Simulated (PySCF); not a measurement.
Compound: C5H4O.
Bonds: O1–C2 (double), C2–C3, C3–C4 (double), C4–C5, C5–C6 (double), C2–C6. Hydrogens: H7 on C3; H8 on C4; H9 on C5; H10 on C6.

Method: PBE0-D3(BJ)/def2-SVP geometry optimisation, gas phase in PySCF 2.14.0; density fitting, grid level 1; the optimiser is geomeTRIC in internal coordinates, started from a GFN2-xTB structure.

Step 0: E = -7281.9090 eV
```
atom  x, y, z in Å  |  force x, y, z in eV/Å
O1      2.4068    0.2616   -0.1832    0.074   0.005  -0.008
C2      1.2134    0.1319   -0.0939   -0.191  -0.015   0.017
C3      0.1854    1.2110    0.0571    0.237   0.179  -0.008
C4     -1.0137    0.6325    0.1202    0.080  -0.062  -0.006
C5     -0.8622   -0.8353    0.0167    0.064   0.081  -0.003
C6      0.4284   -1.1438   -0.1087    0.266  -0.128  -0.030
H7      0.4343    2.2535    0.1019    0.117   0.620   0.029
H8     -1.9691    1.1136    0.2298   -0.485   0.347   0.060
H9     -1.6986   -1.5106    0.0436   -0.403  -0.444   0.006
H10     0.8843   -2.1098   -0.2060    0.242  -0.582  -0.056
```

Task: Estimate the geometry and energy of step 1. (The exact step hangs on the optimiser's Hessian estimate; all steps are aligned on step 0, rigid shifts and turns removed.)

Result: E = -7281.9460 eV, largest force 0.122 eV/Å
```
atom  x, y, z in Å  |  force x, y, z in eV/Å
O1      2.4025    0.2609   -0.1857   -0.020  -0.002   0.003
C2      1.2081    0.1314   -0.0932    0.105   0.010  -0.010
C3      0.1882    1.2280    0.0592    0.016   0.012   0.000
C4     -1.0145    0.6399    0.1209   -0.101   0.067   0.013
C5     -0.8616   -0.8426    0.0161   -0.085  -0.088   0.002
C6      0.4345   -1.1599   -0.1092    0.018  -0.006  -0.003
H7      0.4394    2.2873    0.1048   -0.003  -0.034  -0.003
H8     -1.9802    1.1392    0.2308    0.044  -0.027  -0.005
H9     -1.7041   -1.5380    0.0414    0.037   0.036   0.000
H10     0.8964   -2.1417   -0.2078   -0.011   0.032   0.002
```

The energy changes by -0.0370 eV. The first-order estimate −F·Δx gives -0.0789 eV and the mean of the old and new forces, exact on a quadratic surface, -0.0377 eV. The step makes an angle of 29° with the force vector and moves no atom by more than 0.034 Å.

What follows is the cost of the whole optimisation. Hardware: an INTEL XEON PLATINUM 8581C at 2.30 GHz with one thread, no GPU, shared host. Cost: 13 s, 0.46 GiB resident at most.
